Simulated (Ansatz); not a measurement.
Z-matrix (Å, degrees):
```
B
Cl 1 1.7371
Cl 1 1.7371 2 120.00
Cl 1 1.7371 2 120.00 3 -180.00
```
Charge 0, multiplicity 1.

All values below come from frozen-core CCSD(T)/def2-TZVPP // PBE0-D3(BJ)/def2-TZVP (Ansatz, a program for electronic structure).

- HF energy: -1403.35249 Ha
- MP2 correlation energy: -0.66118 Ha

Estimate the CCSD correlation energy, the (T) correction, the total energy and the T1 diagnostic.


- CCSD correlation energy = -0.70566 Ha
- (T) correction = -0.03261 Ha
- CCSD(T) total energy = -1404.09077 Ha
- T1 diagnostic = 0.011
